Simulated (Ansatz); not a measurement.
C2H3NO (`COC#N`), relaxed with RKS PBE-D4/def2-SVP in Ansatz 0.2.0 from a rough embedded geometry. The force threshold is 0.03 eV/Å; the program also tests the step.

The species carries charge 0 and has multiplicity 1.

Start:

```xyz
7

C    -0.403   -0.025    0.637
O     0.837   -0.328    0.190
C     0.894   -0.009   -1.096
N     1.039    0.193   -2.209
H    -0.659    1.069    0.575
H    -1.230   -0.613    0.165
H    -0.479   -0.287    1.738
```

Q: By how much does the energy fall, and how many steps does the optimiser take? (Estimate.)

A: Computed: 0.37 eV, in 6 steps.

Q: Which bonds change most? (An estimate is asked.)

A: The calculation gave: C1–O2 from 1.352 to 1.449 Å; C3–N4 from 1.141 to 1.178 Å; O2–C3 from 1.326 to 1.293 Å; C1–H7 from 1.135 to 1.104 Å.

Q: Give the relaxed structure. (Estimate.)

A: The calculation gave: 
```xyz
7

C    -0.488   -0.012    0.702
O     0.809   -0.304    0.126
C     0.951   -0.037   -1.131
N     1.131    0.189   -2.273
H    -0.712    1.070    0.617
H    -1.276   -0.604    0.195
H    -0.416   -0.303    1.764
```
